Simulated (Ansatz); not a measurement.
```yaml
crystal:
  periodic: [false, false, false]
  atoms:
    - {symbol: Nb, position_ang: [0.001618, -0.007556, -0.007467]}
    - {symbol: H, position_ang: [-0.280325, 1.309253, 1.293910]}
    - {symbol: H, position_ang: [-0.063484, -0.898503, 1.541867]}
    - {symbol: H, position_ang: [-0.071784, 1.530270, -0.917504]}
    - {symbol: H, position_ang: [0.266471, -1.244548, -1.229963]}
basis:
  gaussian: {orbitals: def2-TZVP}
magnetization: {spin_polarized: true, initial_magnetization: 3}
hamiltonian: {xc: pbe0}
relax: {f_tol: 0.004, max_steps: 80}
```

```sh
$ ansatz run in.yaml --threads 1 --pin off --events-out ev --progress --plain --max-ram 2176MiB
```

Steps of the relaxation (energy above the last step; positions in Å, forces in eV/Å):

```
5
step 1, 2489.3 meV
Nb    0.002   -0.008   -0.007    0.311   -1.450   -1.433
H    -0.280    1.309    1.294   -0.075    0.350    0.346
H    -0.063   -0.899    1.542   -0.165    0.690    0.842
H    -0.072    1.530   -0.918   -0.165    0.850    0.679
H     0.266   -1.245   -1.230    0.094   -0.440   -0.435
```

```
5
step 2, 2016.9 meV
Nb    0.029   -0.138   -0.136   -0.117    0.546    0.540
H    -0.276    1.290    1.275    0.024   -0.114   -0.113
H    -0.093   -0.734    1.647   -0.005    0.681   -0.665
H    -0.101    1.638   -0.754    0.000   -0.657    0.689
H     0.293   -1.367   -1.351    0.098   -0.456   -0.450
```

```
5
step 3, 1739.3 meV
Nb    0.039   -0.183   -0.181   -0.112    0.524    0.518
H    -0.268    1.251    1.236    0.082   -0.383   -0.378
H    -0.109   -0.546    1.607   -0.028    0.493   -0.247
H    -0.116    1.600   -0.566   -0.026   -0.241    0.496
H     0.307   -1.432   -1.415    0.084   -0.394   -0.389
```

```
5
step 4, 1387.4 meV
Nb    0.043   -0.203   -0.201   -0.061   -0.286   -0.283
H    -0.246    1.147    1.134    0.148   -0.352   -0.348
H    -0.129   -0.353    1.589   -0.099    0.778    0.049
H    -0.135    1.584   -0.372   -0.096    0.059    0.778
H     0.318   -1.487   -1.470    0.109   -0.199   -0.197
```

```
5
step 7, 430.7 meV
Nb    0.005   -0.311   -0.307   -0.191   -0.084   -0.083
H    -0.184    1.010    0.998    0.057    0.013    0.012
H    -0.169    0.075    1.510    0.008    0.160   -0.015
H    -0.174    1.510    0.057    0.009   -0.013    0.161
H     0.374   -1.596   -1.577    0.117   -0.076   -0.075
```

```
5
step 10, 97.4 meV
Nb   -0.492   -0.344   -0.338    0.555    0.261    0.256
H     0.019    0.953    0.941   -0.263   -0.351   -0.346
H    -0.130    0.038    1.484    0.054   -0.099   -0.314
H    -0.135    1.484    0.020    0.055   -0.315   -0.095
H     0.591   -1.441   -1.426   -0.400    0.503    0.499
```

```
5
step 11, 76.1 meV
Nb   -0.538   -0.350   -0.344    0.585    0.324    0.318
H     0.004    0.908    0.897   -0.009    0.073    0.072
H    -0.104    0.051    1.474   -0.109   -0.394   -0.356
H    -0.109    1.474    0.033   -0.109   -0.361   -0.389
H     0.599   -1.394   -1.378   -0.358    0.357    0.354
```

```
5
step 14, 0.2 meV
Nb   -0.561   -0.326   -0.320   -0.014   -0.007   -0.007
H     0.025    0.900    0.889    0.023   -0.013   -0.013
H    -0.096   -0.016    1.431   -0.010    0.027    0.000
H    -0.101    1.430   -0.033   -0.010    0.000    0.027
H     0.586   -1.300   -1.286    0.011   -0.007   -0.007
```

```
5
step 15, 0.0 meV
Nb   -0.561   -0.326   -0.320   -0.002    0.000    0.000
H     0.029    0.899    0.888    0.000   -0.003   -0.003
H    -0.098   -0.013    1.431    0.000    0.002    0.001
H    -0.103    1.430   -0.030    0.000    0.001    0.002
H     0.586   -1.302   -1.288    0.002    0.000    0.000
```

Close pairs at the end: Nb1–H5 1.790 Å, Nb1–H2 1.819 Å, Nb1–H3 1.838 Å, Nb1–H4 1.838 Å.

A stationary point of unrestricted PBE0 after 15 steps, with ⟨S²⟩ = 3.766 against 3.75 for a pure state; no frequencies were run, so it isn't proven a minimum. 83 s on 1 thread of Arm Neoverse V2, shared host.
